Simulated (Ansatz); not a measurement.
Input file:

```yaml
crystal:
  periodic: [false, false, false]
  atoms:
    - {symbol: Al, position_ang: [-0.069801, 0.017340, -0.131940]}
    - {symbol: H, position_ang: [0.438788, 0.018995, 1.986600]}
    - {symbol: H, position_ang: [-0.327000, 0.008287, 1.957217]}
    - {symbol: H, position_ang: [0.723367, 1.400503, -0.187969]}
    - {symbol: H, position_ang: [1.033338, -1.891970, -0.223958]}
basis:
  gaussian: {orbitals: 6-31G}
magnetization: {spin_polarized: false, initial_magnetization: 1}
correlation: {method: bccd_t, electrons: outside_noble_gas}
```

```sh
$ ansatz run in.yaml --threads 1 --pin off --events-out ev --progress --plain --max-ram 2393MiB
```

The program prints:

```
266 factors; integrals over basis functions are off by at most 1.1e-3 eV
mean field evaluation 1: about -6640.4729 eV, gradient 8.9e0 eV
mean field evaluation 2: about -6640.4734 eV, gradient 8.9e0 eV
mean field evaluation 4: about -6641.2699 eV, gradient 7.5e-1 eV
mean field evaluation 8: about -6641.2871 eV, gradient 6.0e-3 eV
mean field evaluation 16: about -6641.2824 eV, gradient 2.1e-1 eV
mean field evaluation 32: about -6637.8188 eV, gradient 1.5e-4 eV
mean field evaluation 64: about -6637.8795 eV, gradient 3.7e0 eV
mean field -6641.28708136 eV, -244.0627986139 hartree, gradient 2.5e-6 eV, S^2 0.750000; 2 other end points of the search recorded, 0 dependent functions left out
determinant -6641.28708136 eV, -244.0627986139 hartree, with singles and doubles -6643.49318849 eV, -244.1438715555 hartree
determinant -6637.86209931 eV, -243.9369328451 hartree, with singles and doubles -6640.56386183 eV, -244.0362207864 hartree
determinant -6637.81876766 eV, -243.9353404365 hartree, with singles and doubles -6640.69474464 eV, -244.0410306410 hartree
5 core orbitals not correlated: weight in the atoms' cores, before any rotation towards them, 1.000 or more for the frozen orbitals, at most 0.000 for the correlated occupied ones
reference -6641.28708136 eV, -244.0627986139 hartree; 4, 3 occupied and 12, 13 virtual orbitals, 266 factors
second order -1.45245060 eV of doubles, -0.01178611 eV of singles
cycle   1  -2.20847126 eV  change   -2.4e-3 eV  update   7.9e-3
cycle   2  -2.20747362 eV  change    1.0e-3 eV  update   2.2e-3
cycle   3  -2.20626299 eV  change    1.2e-3 eV  update   1.6e-3
cycle   4  -2.20576070 eV  change    5.0e-4 eV  update   8.8e-4
cycle   5  -2.20597619 eV  change   -2.2e-4 eV  update   3.4e-4
cycle   6  -2.20619718 eV  change   -2.2e-4 eV  update   1.4e-4
cycle   7  -2.20625015 eV  change   -5.3e-5 eV  update   5.7e-5
cycle   8  -2.20624094 eV  change    9.2e-6 eV  update   3.0e-5
cycle   9  -2.20622585 eV  change    1.5e-5 eV  update   1.4e-5
cycle  10  -2.20622440 eV  change    1.4e-6 eV  update   5.7e-6
perturbative correction -0.03082418 eV, -0.0011327678 hartree
Total energy: -6643.52412994 eV, -244.1450086330 hartree
```

For the same geometry and basis full CI lies 17.4 meV lower.

Ran on 1 thread of Arm Neoverse V2, shared host: 0.3 s wall, 0.07 GiB peak host memory.
